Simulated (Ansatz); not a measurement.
Frontier orbitals of CH₃FNP, SMILES `F/C=N/P`.

```xyz
7

F     2.3007    0.1789    0.8475
C     1.2233   -0.1249    0.1338
N     0.1051    0.3037    0.4672
P    -1.2185   -0.1735   -0.5598
H     1.4927   -0.7607   -0.7149
H    -2.1011   -0.5407    0.4909
H    -1.8022    1.1172   -0.6648
```

The species carries charge 0 and has multiplicity 1. The geometry is a stationary point of PBE0-D4/def2-TZVP. It is one conformer, not always the lowest. Basis def2-TZVPP, Ansatz.

| functional | HOMO (eV) | LUMO (eV) |
| --- | --- | --- |
| r2SCANh | -6.64 | -1.10 |

Give HOMO and LUMO (eV) with LDA (SPW92), PBE, revPBE, BLYP, r2SCAN, B97M-V, PBE0, B3LYP, r2SCAN0, HSE06 (plane-wave form), BHLYP, CAM-B3LYP, LC-ωPBE, ωB97X-V, ωB97M-V, HF. (Best estimate.)

Computed: 
| functional | HOMO | LUMO |
| --- | --- | --- |
| LDA (SPW92) | -6.06 | -1.98 |
| PBE | -5.94 | -1.73 |
| revPBE | -5.88 | -1.63 |
| BLYP | -5.83 | -1.61 |
| r2SCAN | -6.18 | -1.52 |
| B97M-V | -6.30 | -1.41 |
| PBE0 | -7.18 | -0.61 |
| B3LYP | -6.99 | -0.88 |
| r2SCAN0 | -7.34 | -0.48 |
| HSE06 (plane-wave form) | -6.78 | -1.00 |
| BHLYP | -8.34 | 0.62 |
| CAM-B3LYP | -8.54 | 0.61 |
| LC-ωPBE | -9.86 | 1.87 |
| ωB97X-V | -9.52 | 1.79 |
| ωB97M-V | -9.40 | 1.70 |
| HF | -10.07 | 3.36 |

B3LYP here is the variant with VWN-RPA as its local correlation; programs differ in this. LC-ωPBE has ω = 0.4 bohr⁻¹. Positive LUMOs are unbound and depend on the basis.
